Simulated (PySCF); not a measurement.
# How methods differ on the ionisation energy of S

S [Ne] 3s2 3p4 (3P) → S⁺ [Ne] 3s2 3p3 (4S), as a difference of total energies. All numbers are calculated (PySCF 2.14, scalar relativity by spin-free X2C-1e, in aug-cc-pCVTZ-DK (8s7p5d3f, 75 functions)). Correlated levels: valence and next inner shell: 1s2 frozen. The calculations carry no spin-orbit coupling.

Order these methods by the ionisation energy they give, lowest first.
A. CCSD(T) (valence and next inner shell)
B. UHF
C. CCSD (valence and next inner shell)
D. SCS-MP2 (valence and next inner shell)

B (9.223 eV), D (10.074 eV), C (10.107 eV), A (10.150 eV).

Errors of the correlated levels include the incompleteness of this basis and the frozen core.

For comparison: 10.336 eV (measured; NIST levels, between the centres of gravity of the two terms).
